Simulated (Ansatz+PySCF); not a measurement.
Results of a calculation; reference values are marked as such.
## PySCF 2.14.0 run

```python
from pyscf import gto, scf

mol = gto.M(atom="""
C 0.000000 0.000000 -0.193990
H 0.000000 0.930840 0.581980
H 0.000000 -0.930840 0.581980
""", basis='def2-svp', charge=0, spin=0)
mf = scf.RHF(mol)
mf.init_guess = '1e'
mf.kernel()
while True:  # follow internal instabilities
    mo, _, stable, _ = mf.stability(return_status=True)
    if stable: break
    mf.kernel(mf.make_rdm1(mo, mf.mo_occ))
print(mf.converged, mf.e_tot, mf.spin_square()[0])
```

The script is written out from the run's settings.

Results

| Item | Value |
| --- | --- |
| Converged | yes |
| Total energy | -38.83303 hartree |
| Spin squared of the determinant | 0.000 |

Caution: another spin multiplicity may lie lower; an unrestricted determinant lies well below.
